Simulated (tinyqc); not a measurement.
Inside a calculation. Method: RKS/exchange-only LDA in the sto-3g basis, for H2O, spin multiplicity 1. One step of it, computed by the program tinyqc.

Question. Iteration 1: diagonalisation and new density. Diagonalise F' = X^T F X, C = X C', fill 5 alpha and 5 beta electrons from the bottom; D = 2 C_occ C_occ^T; the new density keeps 0.2 of the old one (damping). Each column has its largest component positive (the first on a tie).

Kohn-Sham matrix F (hartree):
```
             1O 1s      1O 2s     1O 2px     1O 2py     1O 2pz      2H 1s      3H 1s
1O 1s   -24.873440  -5.819565   0.000000   0.000000  -0.038396  -1.045856  -1.045856
1O 2s    -5.819565  -3.253252   0.000000   0.000000  -0.168083  -0.933561  -0.933561
1O 2px    0.000000   0.000000  -1.450928   0.000000   0.000000   0.000000   0.000000
1O 2py    0.000000   0.000000   0.000000  -1.459380   0.000000  -0.316619   0.316619
1O 2pz   -0.038396  -0.168083   0.000000   0.000000  -1.473455  -0.329398  -0.329398
2H 1s    -1.045856  -0.933561   0.000000  -0.316619  -0.329398  -0.315723  -0.300923
3H 1s    -1.045856  -0.933561   0.000000   0.316619  -0.329398  -0.300923  -0.315723
```

X:
```
            1O 1s      1O 2s    1O 2px     1O 2py     1O 2pz      2H 1s      3H 1s
1O 1s    1.023753  -0.138171  0.000000   0.000000  -0.008795   0.019511   0.019511
1O 2s   -0.138171   1.175039  0.000000   0.000000   0.087356  -0.236145  -0.236145
1O 2px   0.000000   0.000000  1.000000   0.000000   0.000000   0.000000   0.000000
1O 2py   0.000000   0.000000  0.000000   1.074356   0.000000  -0.180860   0.180860
1O 2pz  -0.008795   0.087356  0.000000   0.000000   1.049839  -0.135221  -0.135221
2H 1s    0.019511  -0.236145  0.000000  -0.180860  -0.135221   1.150042  -0.082853
3H 1s    0.019511  -0.236145  0.000000   0.180860  -0.135221  -0.082853   1.150042
```

D at the start:
```
            1O 1s      1O 2s    1O 2px     1O 2py     1O 2pz      2H 1s      3H 1s
1O 1s    0.023267  -0.126492  0.000000   0.000000   0.151722   0.071303   0.071303
1O 2s   -0.126492   0.816288  0.000000   0.000000  -0.496213  -0.749416  -0.749416
1O 2px   0.000000   0.000000  2.000000   0.000000   0.000000   0.000000   0.000000
1O 2py   0.000000   0.000000  0.000000   2.439321   0.000000  -0.834579   0.834579
1O 2pz   0.151722  -0.496213  0.000000   0.000000   1.829067  -0.459437  -0.459437
2H 1s    0.071303  -0.749416  0.000000  -0.834579  -0.459437   2.821601  -0.349300
3H 1s    0.071303  -0.749416  0.000000   0.834579  -0.459437  -0.349300   2.821601
```

overlap S:
```
           1O 1s     1O 2s    1O 2px     1O 2py    1O 2pz     2H 1s      3H 1s
1O 1s   1.000000  0.236704  0.000000   0.000000  0.000000  0.042052   0.042052
1O 2s   0.236704  1.000000  0.000000   0.000000  0.000000  0.408726   0.408726
1O 2px  0.000000  0.000000  1.000000   0.000000  0.000000  0.000000   0.000000
1O 2py  0.000000  0.000000  0.000000   1.000000  0.000000  0.263199  -0.263199
1O 2pz  0.000000  0.000000  0.000000   0.000000  1.000000  0.238451   0.238451
2H 1s   0.042052  0.408726  0.000000   0.263199  0.238451  1.000000   0.230717
3H 1s   0.042052  0.408726  0.000000  -0.263199  0.238451  0.230717   1.000000
```

Give: F' = X^T F X; orbital energies; coefficients C; D after iteration 1.

Answer.

F' = X^T F X (hartree):
```
         1       2       3       4       5       6       7
1  -24.558  -2.653   0.000   0.000  -0.027  -0.185  -0.185
2   -2.653  -2.264   0.000   0.000  -0.148  -0.314  -0.314
3    0.000   0.000  -1.451   0.000   0.000   0.000   0.000
4    0.000   0.000   0.000  -1.439   0.000  -0.153   0.153
5   -0.027  -0.148   0.000   0.000  -1.468  -0.122  -0.122
6   -0.185  -0.314   0.000  -0.153  -0.122   0.078  -0.086
7   -0.185  -0.314   0.000   0.153  -0.122  -0.086   0.078
```

orbital energies (hartree): MO1 -24.874, MO2 -2.086, MO3 -1.468, MO4 -1.451, MO5 -1.430, MO6 0.092, MO7 0.193

coefficients C:
```
           MO1     MO2     MO3    MO4     MO5     MO6     MO7
1O 1s    1.001  -0.241   0.000  0.000   0.065   0.064   0.000
1O 2s   -0.004   1.065   0.000  0.000  -0.270  -0.559   0.000
1O 2px   0.000   0.000   0.000  1.000   0.000   0.000   0.000
1O 2py   0.000   0.000   1.031  0.000   0.000   0.000  -0.395
1O 2pz   0.001   0.333   0.000  0.000   0.973  -0.298   0.000
2H 1s    0.001  -0.103  -0.065  0.000  -0.037   0.795   0.888
3H 1s    0.001  -0.103   0.065  0.000  -0.037   0.795  -0.888
```

D after iteration 1:
```
         1O 1s   1O 2s  1O 2px  1O 2py  1O 2pz   2H 1s   3H 1s
1O 1s    1.707  -0.470   0.000   0.000   0.004   0.052   0.052
1O 2s   -0.470   2.094   0.000   0.000   0.049  -0.309  -0.309
1O 2px   0.000   0.000   2.000   0.000   0.000   0.000   0.000
1O 2py   0.000   0.000   0.000   2.190   0.000  -0.273   0.273
1O 2pz   0.004   0.049   0.000   0.000   2.058  -0.204  -0.204
2H 1s    0.052  -0.309   0.000  -0.273  -0.204   0.590  -0.057
3H 1s    0.052  -0.309   0.000   0.273  -0.204  -0.057   0.590
```
